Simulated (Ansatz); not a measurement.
This script drives Ansatz's Python interface.

Script `run_methods.py`:
```python
from pathlib import Path
import warnings

import ansatz as az
import numpy as np


def main() -> None:
    warnings.simplefilter("ignore", az.DeckWarning)

    system = (
        az.Crystal.molecule()
        .atom("N", [0.1355, 1.2952, -1.2649])
        .atom("C", [0.1056, 0.4164, -0.4143])
        .atom("C", [0.8316, -0.6699, 0.0149])
        .atom("C", [-0.468, -0.1499, 0.6751])
        .atom("Cl", [-1.9363, -1.1845, 0.4497])
        .atom("H", [-0.7589, 1.9258, -1.1659])
        .atom("H", [0.8799, -1.5655, -0.5694])
        .atom("H", [1.8101, -0.4527, 0.571])
        .atom("H", [-0.5112, 0.3387, 1.6866])
    )

    job = (
        system.calculation()
        .basis(gaussian="def2-SVP")
        .scf(lower_state_search="light")
    )

    print("functional    E (Ha)        dipole (D)   HOMO (eV)  LUMO (eV)")
    for name in ["r2scan", "hse06", "hf", "cam_b3lyp", "lda"]:
        r = job.functional(name).forces().orbitals().run(threads=1, backend="cpu", runs_dir="runs").report
        lines = Path(r["orbitals_path"]).read_text().splitlines()
        field_of = lambda key: [line.split("=")[1].strip() for line in lines if line.startswith(key)]
        orbitals = [(27.211386 * float(e), s, float(n)) for e, s, n in zip(field_of("Ene="), field_of("Spin="), field_of("Occup="))]
        homo = max(e for e, _, n in orbitals if n > 0.5)
        lumo = min(e for e, _, n in orbitals if n < 0.5)
        dipole = 4.803205 * np.linalg.norm(r["charge_distribution"]["dipole_moment_e_ang"])
        print(f"{name:10s} {r['free_energy_ev'] / 27.211386246:14.6f} {dipole:9.3f} {homo:11.3f} {lumo:10.3f}")


if __name__ == "__main__":
    main()
```

It is started by `python run_methods.py`. How long does it take on 1 thread of Intel(R) Xeon(R) Platinum 8375C CPU @ 2.90GHz (Ice Lake), on a shared host, and how much memory does it need?

It took about 16 s, with a peak of 0.29 GiB, for 5 runs of the engine.

Running `python run_methods.py` prints:
```text
functional    E (Ha)        dipole (D)   HOMO (eV)  LUMO (eV)
r2scan        -631.173003     1.601      -6.250     -2.120
hse06         -630.936878     1.593      -7.011     -1.609
hf            -629.497009     1.779     -11.043      2.862
cam_b3lyp     -631.220288     1.590      -8.773      0.061
lda           -628.296243     1.544      -5.902     -2.353
```

These settings explore the input space; basis and method may be short of convergence. The geometry is a force-field or estimated start, not a minimum of this method, and the basis set is short of its limit. A lower total doesn't mark the better method: functionals have no common bound, and MP2 and coupled cluster aren't variational. Levels such as HOMO and LUMO are orbital energies: with these approximate functionals they aren't the ionisation energy and electron affinity, and their gap isn't the fundamental gap. hse06 follows the composition of plane-wave codes, whose totals differ by tens of mHa, up to about 0.1 Ha, from the form usual in Gaussian-basis programs (wpbeh).

(Lines on the test bed's own set-up are left out of the output.)
